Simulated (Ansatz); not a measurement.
# AlPN (doublet): wave-function methods side by side, cc-pVDZ

One table from this session's results is given with a row withheld; the runs are named, their logs left out.

The runs use Ansatz 0.2.0, Gaussian basis; cc-pVDZ, core rule «outside noble gas», up to 11 orbitals frozen.

To be run: UHF; CCSD(T) on ROHF; CCSD(T) on UHF; BCCD(T) on ROHF; CISD as a restricted active space (open shells left free, so some higher excitations enter); CCSDT(Q) on ROHF; CCSDT(Q) on UHF.

41 further runs of the same task are left out: 16 for a known fault of the program, 14 that didn't finish, 11 set aside as unsound or not needed. Runs told in other sessions of the task aren't counted.

## What is computed

The geometry is a PBE0/def2-TZVP stationary point (not a proven minimum) of the parent state, kept for this charge and spin.

3 atoms, charge 0, spin multiplicity 2.

Atoms are counted from 1 here; the program's logs count them from 0.

Bond lengths: N1–Al2 1.817 Å, Al2–P3 2.195 Å. Angles: N1–Al2–P3 180.0°.

Geometry (Å):

```xyz
3

N     0.0000    0.0000   -1.9430
Al    0.0000    0.0000   -0.1262
P     0.0000    0.0000    2.0692
```

The first run:

The input, in.yaml:

```yaml
crystal:
  periodic: [false, false, false]
  atoms:
    - {symbol: N, position_ang: [0.000000, 0.000000, -1.943000]}
    - {symbol: Al, position_ang: [0.000000, 0.000000, -0.126200]}
    - {symbol: P, position_ang: [0.000000, 0.000000, 2.069200]}
basis:
  gaussian: {orbitals: cc-pVDZ}
magnetization: {spin_polarized: true, initial_magnetization: 1}
hamiltonian: {xc: hf}
output: {orbitals: {seedname: orbitals}}
```

Run with:

```console
> ansatz run in.yaml --threads 1 --pin off --events-out ev --progress --plain --max-ram 2393MiB
```

Among the steps run: UHF; CCSD(T) on ROHF; CCSD(T) on UHF; BCCD(T) on ROHF; CISD as a restricted active space (open shells left free, so some higher excitations enter); CCSDT(Q) on ROHF; CCSDT(Q) on UHF.

One table of the session follows, with a row left open; its other results are not shown here.

| method | from RCCSDT(Q) (kcal/mol) |
| --- | --- |
| UHF | +192.67 |
| RMP2 | +66.88 |
| UMP2 | +44.21 |
| CISD | +78.64 |
| RCCSD | +27.00 |
| UCCSD | +18.64 |
| RCCSD(T) | +7.30 |
| UCCSD(T) | +10.78 |
| BCCD(T) | ? |
| RCCSDT | +9.43 |
| UCCSDT | +7.94 |
| RCCSDT(Q) | 0 |
| UCCSDT(Q) | +6.13 |

**Question.** Estimate the row for BCCD(T).

**Answer.** from RCCSDT(Q) (kcal/mol): +10.82. In the column «from RCCSDT(Q) (kcal/mol)» it lies between UCCSD(T) (+10.78) and UCCSD (+18.64).

Left out of the table: ROHF (another determinant or state than the rows shown).

Limits of these values: The determinant of HF (⟨S²⟩ 1.77) is far from a pure spin state, so its energy mixes those of several spin states; that is harmless only where they are near-degenerate. The determinant of CCSD(T) (⟨S²⟩ 1.77) is far from a pure spin state, so its energy mixes those of several spin states; high orders of coupled cluster remove much of that, low ones don't. The determinant of CCSDT(Q) (⟨S²⟩ 1.77) is far from a pure spin state, so its energy mixes those of several spin states; high orders of coupled cluster remove much of that, low ones don't. The program flags RCCSDT(Q) as in doubt, so the zero of the table is itself unsure. Warnings: spin contamination; coupled cluster took another determinant than the lowest; large T1 diagnostic. Restricted and unrestricted rows rest on different reference determinants; a gap between their highest levels can come from leftover correlation error, from unlike frozen cores or from another state.
